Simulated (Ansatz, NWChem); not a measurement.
**A small benchmark: dipole moment**

8 molecules with nitrogen; the dipole moment in D, computed less measured. Shapes, held fixed at every level: PBE0-D4/def2-TZVP. No vibrational averaging. Dipoles are compared by magnitude; molecules under 1 D, whose direction can flip, are left out. Programs: Ansatz 0.2.0, NWChem 7.3.0. Measured values: NIST CCCBDB.

Levels: A = PBE-D4/def2-TZVPP; B = PBE0/def2-SVP; C = B3LYP-D4/def2-TZVPP.

| molecule | measured | A | B | C |
| --- | --- | --- | --- | --- |
| NS (Mononitrogen monosulfide) | 1.81 | +0.02 | +0.01 | +0.08 |
| HCN (SMILES C#N) | 2.98 | -0.06 | -0.09 | +0.05 |
| HNC (hydrogen isocyanide) | 3.05 | +0.09 | +0.10 | +0.03 |
| CH3N (methanimine) | 2.00 | -0.11 | -0.07 | -0.01 |
| C2H5N (N-methylmethanimine) | 1.53 | -0.17 | -0.09 | -0.06 |
| C3H3NO (oxazole) | 1.50 | +0.06 | +0.05 | +0.06 |
| C2H7N (dimethylamine) | 1.03 | -0.16 | -0.07 | -0.10 |
| C4H5N (pyrrole) | 1.84 | +0.09 | +0.19 | +0.07 |

Problem. Which level does best on this set, which worst, and which err to one side?

Solution. 
```json
{"level": "PBE-D4/def2-TZVPP", "kind": "GGA", "mean error": "-0.030", "mean absolute error": "0.095", "worst case": "C2H5N"}
{"level": "PBE0/def2-SVP", "kind": "global hybrid", "mean error": "+0.004", "mean absolute error": "0.084", "worst case": "C4H5N"}
{"level": "B3LYP-D4/def2-TZVPP", "kind": "global hybrid", "mean error": "+0.015", "mean absolute error": "0.058", "worst case": "C2H7N"}
```

On this set B3LYP-D4/def2-TZVPP has the smallest mean absolute error and PBE-D4/def2-TZVPP the largest. No level errs clearly to one side. The levels differ in basis as well as in method. The tabulated value of C4H5N is in doubt (older tables, estimates, or at odds with other calculations) and kept here. Over the 7 molecules whose values aren't doubted the mean absolute errors are A 0.096; B 0.069; C 0.056. The smallest two are near a tie. The largest two are near a tie. Open shells run unrestricted. The set is small.
